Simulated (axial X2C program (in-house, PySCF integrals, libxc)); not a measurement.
Outer orbitals of N₂⁺ at 1.104 Å, TPSS

Calculated with an in-house relativistic program for diatomic molecules. Spin-free means the one-electron spin-free X2C Hamiltonian; two-component (2c) means X2C with spin–orbit coupling and atomic mean-field two-electron Coulomb and Gaunt terms, so the difference of the two also holds small scalar two-electron terms. Basis: N dyall-av3z [7s7p3d2f] (cores contracted in-house); Gaussian nuclei, density fitting, unrestricted open shells. Masses: N 14.003 u.

The distance is close to the 2c PBE0 minimum; the highest filled and lowest empty levels are listed.

Spin-free orbitals, state M_S = 1/2, Λ = 0 (beyond evenly filled blocks: σα) (Löwdin shares):

```
symmetry  occupied  ε (eV)          atomic character
      σα       yes  -26.19  49% N p, 41% N s, 8% N d
      σβ       yes  -24.21  47% N p, 41% N s, 9% N d
      σα       yes  -23.10  68% N p, 26% N s, 5% N d
     π-α       yes  -22.82   90% N p, 6% N d, 4% N f
     π+α       yes  -22.82   90% N p, 6% N d, 4% N f
     π-β       yes  -22.53   89% N p, 7% N d, 4% N f
     π+β       yes  -22.53   89% N p, 7% N d, 4% N f
      σβ        no  -20.41  67% N p, 27% N s, 4% N d
     π+α        no  -13.06  70% N p, 23% N d, 7% N f
     π-α        no  -13.06  70% N p, 23% N d, 7% N f
     π+β        no  -12.45  70% N p, 22% N d, 8% N f
     π-β        no  -12.45  70% N p, 22% N d, 8% N f
```

Spinors with spin–orbit coupling (state Ω = 1/2):

```csv
ω,occupied,ε (eV),atomic character,λ mixture
1/2,yes,-26.19,"49% N p, 41% N s, 8% N d",100% σ
-1/2,yes,-24.21,"47% N p, 41% N s, 9% N d",100% σ
1/2,yes,-23.09,"68% N p, 26% N s, 5% N d",100% σ
-1/2,yes,-22.83,"90% N p, 6% N d, 4% N f",100% π
3/2,yes,-22.82,"90% N p, 6% N d, 4% N f",100% π
1/2,yes,-22.54,"89% N p, 7% N d, 4% N f",100% π
-3/2,yes,-22.53,"89% N p, 7% N d, 4% N f",100% π
-1/2,no,-20.41,"67% N p, 27% N s, 4% N d",100% σ
-1/2,no,-13.06,"70% N p, 23% N d, 7% N f",100% π
3/2,no,-13.05,"70% N p, 23% N d, 7% N f",100% π
1/2,no,-12.45,"70% N p, 22% N d, 8% N f",100% π
```

Mulliken charges and populations of the two-component result (they depend on the basis, above all on diffuse functions):

N1 0.50 e (s 3.56 p 2.85 d 0.08 f 0.01), N2 0.50 e (s 3.56 p 2.85 d 0.08 f 0.01). ⟨Lz⟩ = 0.00 ħ and ⟨Sz⟩ = 0.50 ħ (0.25 and 0.25 on the two atoms), which add up to Ω.

Occupations by symmetry block were frozen at the best pattern of an incomplete PBE0 search. Density functionals use the spin component along the axis (collinear).
